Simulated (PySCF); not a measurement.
Cartesian coordinates (Å):
SMILES: [Cl]
```xyz
1

Cl     0.0000     0.0000     0.0000
```
Charge 0, spin multiplicity 2.

### Question
Estimate the highest occupied spin orbital, total energy and dipole moment that PySCF with TPSSh-D3(BJ)/def2-TZVP returns for this input.

### Answer

| Property | Value |
|---|---|
| highest occupied spin orbital | -8.78 eV |
| total energy | -460.1642 Ha |
| dipole moment | 0.00 D |
